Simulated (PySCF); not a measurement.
**Fractional electron number in Cl (chlorine, neutral)**

The 3p beta orbital of [Ne] 3s2 3p5 is emptied in steps (occupation f), with all orbitals relaxed, ending at [Ne] 3s2 3p4. Calculation: PySCF 2.14, in aug-cc-pV(D+d)Z; no relativity, point nucleus. The exact energy is a straight line in f; departures are measured from the line between the end points of the same method.

| f | UHF (eV) | LDA (eV) | PBE (eV) | PBE0 (eV) | r2SCAN (eV) | LC-wPBE (eV) | BHandHLYP (eV) | wB97X (eV) | B3LYP (eV) | TPSS (eV) |
| --- | --- | --- | --- | --- | --- | --- | --- | --- | --- | --- |
| 1 | 0.000 | 0.000 | 0.000 | 0.000 | 0.000 | 0.000 | 0.000 | 0.000 | 0.000 | 0.000 |
| 0.9 | 0.108 | -0.456 | -0.442 | -0.307 | -0.414 | -0.049 | -0.180 | -0.084 | -0.341 | -0.427 |
| 0.7 | 0.244 | -1.070 | -1.033 | -0.718 | -0.961 | -0.113 | -0.423 | -0.197 | -0.800 | -0.997 |
| 0.5 | 0.280 | -1.280 | -1.231 | -0.854 | -1.133 | -0.132 | -0.509 | -0.235 | -0.956 | -1.186 |
| 0.3 | 0.228 | -1.079 | -1.032 | -0.714 | -0.935 | -0.106 | -0.432 | -0.200 | -0.805 | -0.993 |
| 0.1 | 0.095 | -0.463 | -0.440 | -0.304 | -0.390 | -0.043 | -0.187 | -0.088 | -0.346 | -0.423 |
| 0 | 0.000 | 0.000 | 0.000 | 0.000 | 0.000 | 0.000 | 0.000 | 0.000 | 0.000 | 0.000 |

Task: For UHF, how does the orbital energy at f = 1 compare with the removal energy?

Result: −ε = 13.055 eV against a total-energy difference of 11.827 eV. By Janak's theorem ε = ∂E/∂f, so the gap between them reflects the curvature. Along the path −ε is 12.769 (f = 0.9), 12.248 (f = 0.7), 11.780 (f = 0.5), 11.357 (f = 0.3), 10.971 (f = 0.1) eV.

```tsv
method	E(f=0) − E(f=1) (eV)	−ε at f=1 (eV)	−ε at f=0.5 (eV)
UHF	11.827	13.055	11.780
LDA	13.224	8.176	13.198
PBE	13.002	8.106	13.005
PBE0	12.994	9.582	13.005
r2SCAN	13.055	8.448	13.130
LC-wPBE	13.089	12.546	13.108
BHandHLYP	12.917	10.934	12.892
wB97X	13.064	12.139	13.057
B3LYP	13.100	9.318	13.085
TPSS	12.968	8.232	12.980
```

Reference removal energy between the ground levels: 12.968 eV (measured; NIST Atomic Spectra Database, ionization energies). The calculation has no spin-orbit coupling. UHF lacks correlation.
